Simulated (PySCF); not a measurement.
# AlH: bond curves at several levels of theory

What are the lowest state that PBE0 finds, the bond length, vibrational wavenumber and bond energy of AlH, and how much do these hang on the method?

Method: Al def2-TZVPP, H def2-TZVPP, no relativity; program: PySCF 2.14.0.

### 1 The job

The job is set up so:

```json
{"atoms": "Al, H", "charge": "0", "basis": "Al def2-TZVPP, H def2-TZVPP", "Hamiltonian": "no relativity", "basis functions": "56", "electrons treated": "14", "masses in u": "26.9815, 1.0078", "levels": "PBE0, PBE, r²SCAN, M06, BHandHLYP, revPBE, PBEsol, ωB97X-V, HF, MP2, SCS-MP2, CCSD, CCSD(T)", "grid": "80 radial by 434 angular points", "occupations": "held fixed by the projection of orbital angular momentum", "dissociation limit": "Al + H, each in its ground configuration", "starting distance in angstrom": "1.515", "values of 2S to try": "0, 2"}
```

On the command line:

```sh
OMP_NUM_THREADS=1 python dia.py task.json out
```

Further steps of the session: PBE0 along the bond; Excited determinants; PBE (GGA); r²SCAN; M06 (hybrid meta-GGA); BHandHLYP (global hybrid GGA); revPBE (GGA); PBEsol; ωB97X-V (range-separated hybrid); RHF; MP2 and coupled cluster.

**Question.** What will these runs give? Wanted: for each run, Re; ωe; De; μ.

As calculated:

Lowest PBE0 solution found, without spin–orbit coupling: ¹Σ⁺ (singlet), closed shell. State 2 has its PBE0 minimum 1.66 eV higher. The other levels ran on the lowest alone.

```tsv
level	Re (Å)	ωe (cm⁻¹)	De (eV)	μ (D)
RHF	1.647	1728	2.28	0.09
RHF-MP2	1.645	1720	2.99	n/a
RHF-SCS-MP2	1.644	1717	3.12	n/a
RHF-CCSD	1.650	1689	3.13	n/a
RHF-CCSD(T)	1.651	1683	3.14	n/a
PBE	1.679	1586	3.01	-0.17
PBEsol	1.683	1580	3.10	-0.15
revPBE	1.682	1582	2.98	-0.15
r²SCAN	1.661	1643	3.02	-0.03
PBE0	1.664	1644	2.99	-0.09
M06	1.647	1700	3.30	-0.15
BHandHLYP	1.646	1699	3.12	-0.11
ωB97X-V	1.656	1682	3.18	-0.02
```

De is counted to Al + H in their ground configurations. A positive dipole means Al(−)H(+).

Differences from CCSD(T) in the same basis:

```tsv
level	Re (mÅ)	ωe (%)
RHF	-4	+2.7
RHF-MP2	-6	+2.2
RHF-SCS-MP2	-7	+2.0
RHF-CCSD	-1	+0.4
PBE	+28	-5.8
PBEsol	+32	-6.1
revPBE	+31	-6.0
r²SCAN	+10	-2.4
PBE0	+13	-2.3
M06	-4	+1.0
BHandHLYP	-5	+0.9
ωB97X-V	+5	0.0
```

In words: Against CCSD(T) in the same basis, the bond length is nearest at RHF-CCSD (-1 mÅ) and farthest at PBEsol (+32 mÅ); the wavenumber is nearest at ωB97X-V (0.0 %) and farthest at PBEsol (-6.1 %). Hartree–Fock falls on the short and stiff side, its usual fault. PBE gives a bond that is too long and too soft, as GGAs tend to. Of the levels with a De here, RHF gives the least (2.28 eV) and M06 the most (3.30 eV).

Correlated steps freeze 5 core orbitals.
